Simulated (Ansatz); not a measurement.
Ideal-gas functions of C₂H₄FNO (`FC1NCO1`) at 400 K and 1 bar, from an Ansatz frequency run at PBE0-D4/def2-TZVP.

Molar mass 77.06 g/mol, point group C1 (symmetry number 1), electronic degeneracy 1, moments of inertia 43.636, 99.721, 125.528 u Å². Harmonic wavenumbers (cm⁻¹, unscaled): 166, 437, 574, 690, 952, 1004, 1023, 1055, 1092, 1137, 1141, 1186, 1296, 1379, 1399, 1425, 1552, 3034, 3046, 3088, 3599.

Use S(trans) = R[1.5 ln M + 2.5 ln T − 1.1517]; rotational temperatures θ = 24.2544 K / I; S(rot) = R[ln(√π/σ · √(T³/θAθBθC)) + 1.5]; for each mode x = 1.438777 ν̃/T, S = R[x/(eˣ − 1) − ln(1 − e⁻ˣ)] and H = RT x/(eˣ − 1); 1 cm⁻¹ = 0.0119627 kJ/mol; R = 8.31446 J/(mol·K).

Problem. By hand: the entropy, in J/(mol·K).

Solution. Translation 169.1. Rotation: θ = 0.5558, 0.2432, 0.1932 K, giving 107.1. Vibration, mode by mode: 12.72, 5.36, 3.62, 2.61, 1.23, 1.06, 1.00, 0.91, 0.82, 0.72, 0.71, 0.62, 0.45, 0.35, 0.33, 0.30, 0.21, 0.00, 0.00, 0.00, 0.00, in all 33.0. Electronic 0.0. Sum 309.2 J/(mol·K).

Problem. By hand: H − E and G − E in kJ/mol, counted from the electronic energy.

Solution. Zero-point energy ½ × 30275 × 0.0119627 = 181.1; thermal vibration 8.3; translation, rotation and pV give 4 RT = 13.3. H − E = 202.7 kJ/mol, and G − E = 202.7 − 400 × 309.2/1000 = 79.0 kJ/mol.

Vibration gives 11 % of the entropy. The sum counts one conformer and one mirror image; others add a mixing term.
